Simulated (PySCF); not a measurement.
# Ionisation of methylene chloride

Parent: methylene chloride, `ClCCl` (CH2Cl2). Optimised structure (Å), atoms numbered from 1:
```
Cl   -1.5261    0.6224   -0.3909
C     0.0131   -0.1166    0.0664
Cl    1.4220    0.7882   -0.5005
H     0.0566   -0.1676    1.1602
H     0.0533   -1.1210   -0.3701
```

These are calculated values, ωB97X-D3(BJ)/ma-def2-TZVP in PySCF (grid level 2) at geometries from PBE0-D3(BJ)/def2-SVP. The prefix ma- adds one diffuse s and one diffuse p function on all atoms but H. Zero-point and thermal terms (298.15 K, 1 bar) come from unscaled PBE0-D3(BJ)/def2-SVP harmonic frequencies, with soft modes damped to free rotors in the entropy.

Frontier levels of the parent: HOMO -11.28 eV, LUMO 1.07 eV.

Oxidation to the radical cation:
- Vertical ionisation energy (electronic): 11.51 eV
- Adiabatic ionisation energy (with zero-point energy): 11.28 eV
- Adiabatic, electronic part: 11.37 eV
- Vertical gap at the product's structure: 11.18 eV
- Inner reorganisation energy (four-point): 331 meV
- Relaxation of product / of parent: 137 / 194 meV
- ⟨S²⟩ of the product: 0.754
- Largest spin populations: Cl3 0.38, Cl1 0.38, H (on C2) 0.09, H (on C2) 0.09
- Largest changes of atomic charge: Cl3 0.42, Cl1 0.42, H (on C2) 0.11, H (on C2) 0.11
- Distances that move most (Å): Cl1–C2 1.768 → 1.711; C2–Cl3 1.768 → 1.711; C2–H 1.096 → 1.125; C2–H 1.096 → 1.125
- Potential in acetonitrile: 8.63 V absolute, 4.08 V against Fc+/Fc computed at 4.54 V (solvation -14 → -268 kJ/mol)

Solvents are IEF-PCM continua (electrostatics only, gas-phase structures); absolute potentials refer to an electron at rest in vacuum. Fc+/Fc in acetonitrile, 4.54 V, is ωB97X-D3(BJ)/ma-def2-TZVP on PBE0-D3(BJ)/def2-SVP structures with GFN2-xTB thermal terms. Benchmark calculations put it near 5.0 V in acetonitrile and DMSO, so it is about 0.5 V low, and the value against it can read up to that much too high.

Measured values (NIST Chemistry WebBook, evaluated or the median of agreeing entries): vertical ionisation energy 11.40 eV (computed 11.51, difference 0.11); adiabatic ionisation energy 11.33 eV (computed 11.28, difference -0.05).

Note: spin-orbit coupling is left out of the energies, which matters for open shells on the heavier atoms.

Structures, frequencies and single points took 95 s of wall time on 1 thread of Arm Neoverse V2 (shared host), launched as `OMP_NUM_THREADS=1 python redox_run.py task.json out`.

Differences come from unrounded values, so a last digit can differ from that of the printed terms.
